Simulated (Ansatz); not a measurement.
Input file:

```yaml
crystal:
  periodic: [false, false, false]
  atoms:
    - {symbol: Sn, position_ang: [0.003052, -0.003049, 0.003067]}
    - {symbol: H, position_ang: [1.014954, 1.012653, 1.015965]}
    - {symbol: H, position_ang: [-1.011750, -1.014651, 1.017166]}
    - {symbol: H, position_ang: [-1.380809, 1.379578, -1.387355]}
    - {symbol: H, position_ang: [1.018152, -1.018447, -1.006933]}
basis:
  gaussian: {orbitals: def2-TZVPD}
total_charge: -1
magnetization: {spin_polarized: false, initial_magnetization: 1}
correlation: {method: bccd_t, electrons: outside_noble_gas}
```

```sh
$ ansatz run in.yaml --threads 2 --pin off --events-out ev --progress --plain --max-ram 24576MiB --backend cuda --devices 0, --max-vram 18GiB
```

The program prints:

```
820 factors; integrals over basis functions are off by at most 9.9e-4 eV
mean field evaluation 1: about -5864.6879 eV, gradient 1.5e1 eV
mean field evaluation 2: about -5864.6973 eV, gradient 1.5e1 eV
mean field evaluation 4: about -5865.6861 eV, gradient 1.4e0 eV
mean field evaluation 8: about -5865.7082 eV, gradient 1.8e-1 eV
mean field evaluation 16: about -5864.6882 eV, gradient 1.5e1 eV
mean field evaluation 32: about -5865.5101 eV, gradient 1.8e0 eV
mean field evaluation 64: about -5863.9842 eV, gradient 2.4e-1 eV
mean field evaluation 96: about -5863.7002 eV, gradient 1.2e0 eV
mean field evaluation 128: about -5863.9805 eV, gradient 5.4e-2 eV
mean field evaluation 160: about -5863.5474 eV, gradient 2.0e0 eV
mean field -5865.71176305 eV, -215.5609313699 hartree, gradient 6.0e-6 eV, S^2 0.750000; 4 other end points of the search recorded, 0 dependent functions left out
determinant -5865.71176305 eV, -215.5609313699 hartree, with singles and doubles -5870.49732145 eV, -215.7367973973 hartree
determinant -5863.98070266 eV, -215.4973160738 hartree, with singles and doubles -5868.76726499 eV, -215.6732189951 hartree
determinant -5863.17026237 eV, -215.4675329427 hartree, with singles and doubles -5867.98392338 eV, -215.6444317219 hartree
9 core orbitals not correlated: weight in the atoms' cores, before any rotation towards them, 0.998 or more for the frozen orbitals, at most 0.001 for the correlated occupied ones
reference -5865.71176305 eV, -215.5609313699 hartree; 5, 4 occupied and 78, 79 virtual orbitals, 820 factors
second order -3.72822259 eV of doubles, -0.06534550 eV of singles
cycle   1  -4.69355873 eV  change   -2.5e-1 eV  update   2.6e-2
cycle   2  -4.70137024 eV  change   -7.8e-3 eV  update   8.6e-3
cycle   3  -4.70312653 eV  change   -1.8e-3 eV  update   4.5e-3
cycle   4  -4.70359417 eV  change   -4.7e-4 eV  update   2.2e-3
cycle   5  -4.70322109 eV  change    3.7e-4 eV  update   1.3e-3
cycle   6  -4.70303394 eV  change    1.9e-4 eV  update   7.4e-4
cycle   7  -4.70305499 eV  change   -2.1e-5 eV  update   4.0e-4
cycle   8  -4.70309484 eV  change   -4.0e-5 eV  update   2.1e-4
cycle   9  -4.70308573 eV  change    9.1e-6 eV  update   1.0e-4
cycle  10  -4.70310514 eV  change   -1.9e-5 eV  update   5.1e-5
cycle  11  -4.70311665 eV  change   -1.2e-5 eV  update   2.5e-5
cycle  12  -4.70311738 eV  change   -7.3e-7 eV  update   1.1e-5
perturbative correction -0.14906567 eV, -0.0054780625 hartree
Total energy: -5870.56394611 eV, -215.7392458083 hartree
```

Ran on 2 threads of AMD EPYC 7R13 with a shared H100 80 GB, shared host: 10 s wall, 0.81 GiB peak host memory.
